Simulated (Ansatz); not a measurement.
**CH₅O radical (built from SMILES CO.[H]): single points off equilibrium**

A test off equilibrium: a displaced guess of a reacting structure is computed at several levels, and each is set against CCSD(T).

Method: single points in def2-TZVPP; program: Ansatz 0.2.0, Gaussian basis.

Cores are frozen in the correlated methods. Orbitals are unrestricted.

**1. The system as given**

7 atoms, charge 0, spin multiplicity 2.

Atoms are counted from 1 here; the program's logs count them from 0.

Bond lengths: H1–O2 1.226 Å, O2–C3 1.356 Å, C3–H5 1.143 Å, C3–H6 1.045 Å, C3–H7 1.202 Å. Angles: H1–O2–C3 111.6°, O2–C3–H5 107.9°, O2–C3–H6 117.9°, O2–C3–H7 105.5°, H5–C3–H6 109.7°, H5–C3–H7 112.4°, H6–C3–H7 103.3°.

Coordinates:

| atom | x (Å) | y (Å) | z (Å) |
| --- | --- | --- | --- |
| H1 | -0.7796 | -1.1053 | 0.3499 |
| O2 | 0.0658 | -0.7395 | -0.4590 |
| C3 | 0.4187 | 0.5545 | -0.2606 |
| H4 | -1.3270 | -1.4350 | 1.2088 |
| H5 | 1.0314 | 0.6082 | 0.7025 |
| H6 | -0.3415 | 1.2709 | -0.2354 |
| H7 | 1.0592 | 0.8648 | -1.2295 |

**2. CCSD(T)/def2-TZVPP**

Contents of run/in.yaml:

```yaml
crystal:
  periodic: [false, false, false]
  atoms:
    - {symbol: H, position_ang: [-0.779600, -1.105300, 0.349900]}
    - {symbol: O, position_ang: [0.065800, -0.739500, -0.459000]}
    - {symbol: C, position_ang: [0.418700, 0.554500, -0.260600]}
    - {symbol: H, position_ang: [-1.327000, -1.435000, 1.208800]}
    - {symbol: H, position_ang: [1.031400, 0.608200, 0.702500]}
    - {symbol: H, position_ang: [-0.341500, 1.270900, -0.235400]}
    - {symbol: H, position_ang: [1.059200, 0.864800, -1.229500]}
basis:
  gaussian: {orbitals: def2-TZVPP}
magnetization: {spin_polarized: true, initial_magnetization: 1}
correlation: {method: ccsd_t}
scf: {omitted_lower_state_checks: [cluster_reference]}
output: {forces: true}
```

The command line of these runs was not kept.

**3. PBE0-D4/def2-TZVPP**

Changes to run/in.yaml since step 2:

```diff
@@ -13,4 +13,3 @@
 magnetization: {spin_polarized: true, initial_magnetization: 1}
-correlation: {method: ccsd_t}
-scf: {omitted_lower_state_checks: [cluster_reference]}
-output: {forces: true}
+hamiltonian: {xc: pbe0, dispersion: d4}
+output: {forces: true, orbitals: {seedname: orbitals}}
```

**4. wB97M-V/def2-TZVPP**

Changes to run/in.yaml since step 3:

```diff
@@ -13,3 +13,3 @@
 magnetization: {spin_polarized: true, initial_magnetization: 1}
-hamiltonian: {xc: pbe0, dispersion: d4}
-output: {forces: true, orbitals: {seedname: orbitals}}
+hamiltonian: {xc: {name: wB97M-V}}
+output: {forces: true}
```

**5. r2SCAN-D4/def2-TZVPP**

Changes to run/in.yaml since step 4:

```diff
@@ -13,3 +13,3 @@
 magnetization: {spin_polarized: true, initial_magnetization: 1}
-hamiltonian: {xc: {name: wB97M-V}}
+hamiltonian: {xc: r2scan, dispersion: d4}
 output: {forces: true}
```

**6. PBE-D4/def2-TZVPP**

Changes to run/in.yaml since step 5:

```diff
@@ -13,3 +13,3 @@
 magnetization: {spin_polarized: true, initial_magnetization: 1}
-hamiltonian: {xc: r2scan, dispersion: d4}
+hamiltonian: {xc: pbe, dispersion: d4}
 output: {forces: true}
```

**7. BHLYP-D4/def2-TZVPP**

Changes to run/in.yaml since step 6:

```diff
@@ -13,3 +13,3 @@
 magnetization: {spin_polarized: true, initial_magnetization: 1}
-hamiltonian: {xc: pbe, dispersion: d4}
+hamiltonian: {xc: {name: BHLYP}, dispersion: d4}
 output: {forces: true}
```

**8. B97M-V/def2-TZVPP**

Changes to run/in.yaml since step 7:

```diff
@@ -13,3 +13,3 @@
 magnetization: {spin_polarized: true, initial_magnetization: 1}
-hamiltonian: {xc: {name: BHLYP}, dispersion: d4}
+hamiltonian: {xc: {name: B97M-V}}
 output: {forces: true}
```

(Steps that only read results are left out.)

Q: Predict the outcome of this session. Wanted: energy less free atoms, CCSD(T)/def2-TZVPP; RMS force component; RMS force error; HOMO and LUMO, PBE0-D4; T1 diagnostic.

**Answer**, as computed:

```
                                  quantity                                                                                           value
energy less free atoms, CCSD(T)/def2-TZVPP                                                                                  -1987.5 kJ/mol
                       RMS force component                                                            1.202 to 1.395 eV/Å over the methods
                           RMS force error  PBE0-D4 0.301, wB97M-V 0.178, r2SCAN-D4 0.287, PBE-D4 0.357, BHLYP-D4 0.322, B97M-V 0.401 eV/Å
                    HOMO and LUMO, PBE0-D4                                                                              -7.81 and -3.96 eV
                             T1 diagnostic                                                                                           0.022
```

What this shows: Against CCSD(T) the functionals' energies less atoms differ by -132.0 to +9.9 kJ/mol, PBE-D4 by -132.0 kJ/mol. The reference is not at the basis limit: in triple zeta CCSD(T) underbinds, which counts against methods that bind more; the gaps are no ranking. For forces wB97M-V does best and B97M-V worst. Frozen-core CCSD(T) forces in triple zeta carry basis errors of their own, and this is one geometry, so small gaps rank nothing.
